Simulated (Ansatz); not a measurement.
Relaxed structures of AlBH2Cl, doublet (PBE0-D4/def2-TZVP; forces vanish, vibrations not checked; lower isomers may exist, and structures with a doubtful reference or unclear bonds are left out; Å). Program: Ansatz 0.2.0. Basis: def2-TZVPP. Cores are frozen in the correlated methods; orbitals are unrestricted.

(1) Rank them by CCSD(T) energy, lowest first, and give each one's height above the lowest. Links in brackets join atoms within 1.22 times the sum of their covalent radii (1.1 for two metals). (To be estimated.)
A.
AlBH₂Cl ([BH2][Cl][Al])
```
5
angstrom
B -0.6069 0.5519 -0.3985
Al 2.1915 -1.5359 1.3353
Cl -0.0039 -1.0058 0.2238
H -1.6926 0.4999 -0.8741
H 0.1119 1.4898 -0.2865
```
B.
AlBH₂Cl ([AlH][BH][Cl])
```
5
angstrom
B 0.5608 0.5305 -0.1188
Al -0.5698 -1.2223 -0.0349
Cl 0.0125 1.8457 -1.1508
H -1.7461 -1.7212 0.9204
H 1.6580 0.6523 0.3426
```
C.
AlBH₂Cl ([BH2][Al][Cl])
```
5
angstrom
B -0.5803 0.6204 -0.5023
Al 0.5288 -0.6014 0.6479
Cl 1.9588 -2.0097 1.2251
H -1.6605 0.2239 -0.8236
H -0.2467 1.7667 -0.5471
```

The T1 diagnostic stays at or below 0.029. ⟨S²⟩ of the unrestricted Hartree–Fock references: 0.79 to 0.80 (a pure state has 0.75).

## Answers

(1) The calculation gives: C (0.000 eV), B (0.867 eV), A (1.397 eV). Heights count from the lowest.

For scale, one of the runs: CCSD(T)/def2-TZVPP, 143 basis functions, launched by `ansatz run in.yaml --threads 2 --pin off --events-out ev --progress --plain --max-ram 4352MiB`. Time: 47 s of wall clock on 2 CPU threads of an Arm Neoverse V1; the host was shared. Peak host memory: 1.7 GiB.
